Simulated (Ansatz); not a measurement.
Eight cases of ionisation energy of first-row species (electronic energies, eV), geometries: B3LYP-D3(BJ)/def2-TZVP. Functionals by Ansatz (a first-principles code) in def2-TZVPD; columns hold the difference against the high level (Ansatz, AFQMC by cisd_afqmc): A = CCSD(T)/CBS(aug-cc-pVTZ,aug-cc-pVQZ) + [FCI - CCSD(T)]/aug-cc-pVQZ + core + X2C; B = CCSD(T)/CBS(cc-pVQZ,cc-pV5Z) + [CCSDT(Q) - CCSD(T)]/cc-pVDZ + core + X2C; C = CCSD(T)/CBS(cc-pVQZ,cc-pV5Z) + [CCSDT(Q) - CCSD(T)]/cc-pVQZ + [CCSDTQ - CCSDT(Q)]/cc-pVDZ + core + X2C; D = CCSD(T)/CBS(cc-pVQZ,cc-pV5Z) + [CCSDT(Q) - CCSD(T)]/cc-pVQZ + [FCI - CCSDT(Q)]/cc-pVDZ + core + X2C; E = CCSD(T)/CBS(cc-pVQZ,cc-pV5Z) + [CCSDT(Q) - CCSD(T)]/cc-pVTZ + [CCSDTQ - CCSDT(Q)]/cc-pVDZ + core + X2C; F = CCSD(T)/CBS(cc-pVQZ,cc-pV5Z) + [CCSDT(Q) - CCSD(T)]/cc-pVTZ + core + X2C; G = CCSD(T)/CBS(cc-pVTZ,cc-pVQZ) + [CCSDT(Q) - CCSD(T)]/cc-pVTZ + core + X2C. The cases were drawn at random from those of this class that have a high level and all functionals, leaving out states under which another spin lies or may lie. Left out are anions, K, Ca, elements past Kr, ionisation of Li, Na and Mg, pi-pi* triplets of linear molecules and other triplets made from a closed-shell parent. Runs that doubt their state, and full CI more than 15 mEh from coupled cluster, are set aside; a case stays where another high level and all functionals remain. AFQMC serves as high level only in triple zeta or larger, with a steady walk, a bar under 0.8 kcal/mol and agreement with other high levels or trials where they ran; where none ran, an unstable determinant or (outside 3d species) a high T1 diagnostic also bars it, so strongly correlated cases are thinned. No case was kept or dropped by the size of a functional's miss. Each difference is the functional minus the high level; affinities count positive where energy is released, gaps as the second state minus the first. Open shells are spin-unrestricted; no spin-orbit coupling. CBS(X,Y): correlation extrapolated as X^-3, Hartree-Fock from the larger set (Q,5: extrapolated as (X+1)exp(-9√X)). A bracket is a step between two methods taken in the basis named. Functionals run without relativity, which enters their misses. '+ core + X2C': CCSD(T) terms for core correlation (cc-pwCVTZ) and scalar relativity (cc-pVTZ-DK). Full CI freezes restricted core orbitals, also for open shells; the composite that ends in it estimates full CI at the basis-set limit. Where a partner has so few electrons that a lower coupled-cluster level is exact, that level stands in. The UHF reference of CHN+ (parent SMILES C#N, doublet) is spin-contaminated (<S^2> up to 0.04 over the pure value in the sets run). The spin of H4BN+ (parent SMILES BN, doublet) was assumed, and the state is the lowest solution found for it. The spin of H2BN+ (parent SMILES B=N, doublet) was assumed, and the state is the lowest solution found for it. The spin of CH4+ (parent SMILES C, doublet) was assumed, and the state is the lowest solution found for it.

```tsv
case	level	value
BNH4 (SMILES BN) → BNH4+ (parent SMILES BN, doublet)	G	10.74
BNH2 (iminoborane, SMILES B=N) → BNH2+ (parent SMILES B=N, doublet)	C	11.35
CHN (SMILES C#N) → CHN+ (parent SMILES C#N, doublet)	E	13.65
CH3 (SMILES [CH3], doublet) → CH3+ (parent SMILES [CH3], singlet)	D	9.80
CH4 (methane, SMILES C) → CH4+ (parent SMILES C, doublet)	C	12.93
C2H4 (SMILES C=C) → C2H4+ (parent SMILES C=C, doublet)	F	10.58
B (doublet) to B+ (singlet)	A	8.28
CH4O (methanol, SMILES CO) → CH4O+ (parent SMILES CO, doublet)	B	11.00
```

### Question
Predict the difference of PBE, PBE0, CAM-B3LYP for each case and sum up.

### Answer

```csv
case,PBE,PBE0,CAM-B3LYP
"BNH4 (SMILES BN) → BNH4+ (parent SMILES BN, doublet)",-0.35,-0.29,-0.15
"BNH2 (iminoborane, SMILES B=N) → BNH2+ (parent SMILES B=N, doublet)",-0.08,-0.24,-0.13
"CHN (SMILES C#N) → CHN+ (parent SMILES C#N, doublet)",-0.14,-0.21,-0.10
"CH3 (SMILES [CH3], doublet) → CH3+ (parent SMILES [CH3], singlet)",0.20,0.15,0.12
"CH4 (methane, SMILES C) → CH4+ (parent SMILES C, doublet)",-0.48,-0.36,-0.21
"C2H4 (SMILES C=C) → C2H4+ (parent SMILES C=C, doublet)",-0.24,-0.31,-0.23
B (doublet) to B+ (singlet),0.39,0.37,0.44
"CH4O (methanol, SMILES CO) → CH4O+ (parent SMILES CO, doublet)",-0.56,-0.41,-0.25
```
PBE: mean -0.16, mean absolute 0.31, median absolute 0.29, largest -0.56; PBE0: mean -0.16, mean absolute 0.29, median absolute 0.30, largest -0.41; CAM-B3LYP: mean -0.06, mean absolute 0.20, median absolute 0.18, largest +0.44 eV. PBE lies above in 2 and below in 6 of the eight.
